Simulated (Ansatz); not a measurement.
[H···H···CH$_{3}$], doublet: transfer scan

Starting geometry:

```xyz
6

H    -2.0889    0.0000    0.0000
H    -1.3439    0.0000    0.0000
C     0.2301    0.0000    0.0000
H     0.2301   -1.0800    0.0000
H     0.2301    0.5400    0.9353
H     0.2301    0.5400   -0.9353
```

From there H2 is moved from one fragment to the other while all else, the fragments' distance too, stays fixed; atoms are numbered as listed. Energies are in kJ/mol, counted from the starting geometry at the same level. Kohn–Sham curves are unrestricted where that lies lower.

Basis cc-pVTZ; Ansatz 0.2.0. Only valence electrons are correlated (noble-gas cores frozen). R marks a restricted (for open shells ROHF) determinant, U an unrestricted one.

Full CI isn't at hand for all of this; UCCSDT(Q) serves as the reference, and is uncertain by about the last step of the cluster series.

```json
{"distance H1-H2 (Å)": "0.745", "UCCSDT(Q)": "0.0", "SPW92": "0.0", "PBE": "0.0", "r2SCAN": "0.0", "PBE0": "0.0", "B3LYP": "0.0", "r2SCANh": "0.0", "wB97M-V": "0.0", "B2PLYP": "0.0", "RPA-PBE": "0.0"}
{"distance H1-H2 (Å)": "0.814", "UCCSDT(Q)": "5.3", "SPW92": "-7.1", "PBE": "-1.5", "r2SCAN": "1.6", "PBE0": "1.5", "B3LYP": "2.7", "r2SCANh": "2.4", "wB97M-V": "4.3", "B2PLYP": "4.4", "RPA-PBE": "4.7"}
{"distance H1-H2 (Å)": "0.952", "UCCSDT(Q)": "26.3", "SPW92": "-4.9", "PBE": "9.0", "r2SCAN": "17.4", "PBE0": "16.6", "B3LYP": "19.9", "r2SCANh": "19.5", "wB97M-V": "23.6", "B2PLYP": "23.7", "RPA-PBE": "24.2"}
{"distance H1-H2 (Å)": "1.091", "UCCSDT(Q)": "38.0", "SPW92": "1.6", "PBE": "19.5", "r2SCAN": "29.3", "PBE0": "27.3", "B3LYP": "32.8", "r2SCANh": "31.3", "wB97M-V": "35.0", "B2PLYP": "34.7", "RPA-PBE": "35.9"}
{"distance H1-H2 (Å)": "1.229", "UCCSDT(Q)": "50.2", "SPW92": "20.4", "PBE": "38.3", "r2SCAN": "45.8", "PBE0": "42.4", "B3LYP": "49.7", "r2SCANh": "46.6", "wB97M-V": "47.8", "B2PLYP": "47.7", "RPA-PBE": "50.2"}
```

Problem. Judged by the spread of the error over the points with a reference (largest less smallest), which of these follows UCCSDT(Q) best and which worst?

Solution. Subtracting the UCCSDT(Q) column from each: best RPA-PBE (errors from -2.1 to 0.0, spread 2.1 kJ/mol), worst SPW92 (from -36.4 to 0.0, spread 36.4 kJ/mol). Functionals and wave-function methods converge differently with the basis, so part of this is basis effect.
